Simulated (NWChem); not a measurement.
Molecule: acetylene (C$_{2}$H$_{2}$); SMILES C#C

```xyz
4

C      0.0000     0.0000    -0.6026
C      0.0000     0.0000     0.6026
H      0.0000     0.0000    -1.6690
H      0.0000     0.0000     1.6690
```
Atoms are numbered in this order, from 1.

Computed with NWChem. Geometry: optimised at B3LYP/6-31G* (spherical d). Isotropic indirect couplings, all four terms, static geometry, non-relativistic.

For level PBE/pcJ-1:

```yaml
J(13C atom 1, 13C atom 2) (Hz): 199.5
J(13C atom 1, 1H atom 3) (Hz): 251.0
```

Problem. What are these values for level PBE0/pcJ-1?

Solution. The J(13C atom 1, 13C atom 2) (Hz) is 206.8. The J(13C atom 1, 1H atom 3) (Hz) is 257.3.
